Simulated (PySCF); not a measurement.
CF3, optimised at PBE/def2-SVP:

```xyz
4

C      0.0037    -0.0084    -0.0246
F     -0.0250     0.5256    -1.2407
F     -0.0399    -1.3351    -0.0785
F      1.0595     0.4127     0.6631
```

Computed with PySCF (xtb for GFN2) and rigid-rotor harmonic-oscillator thermochemistry at 1 bar. 6-31G* has spherical d functions here. Open shells (unrestricted): CF3 (multiplicity 2). GFN2 has no spin-polarisation term. B3LYP is the form with VWN-RPA correlation.

List the harmonic frequencies (cm⁻¹, unscaled) at this level and at the other levels, each on its own geometry.


- PBE/def2-SVP: 495, 495, 682, 1064, 1246, 1246
- B3LYP/6-31G*: 497, 497, 689, 1094, 1282, 1282
- GFN2-xTB: 436, 436, 532, 1014, 1207, 1207
- HF/6-31G*: 550, 550, 756, 1216, 1440, 1440
- PBE0/def2-TZVP: 513, 513, 710, 1107, 1288, 1288
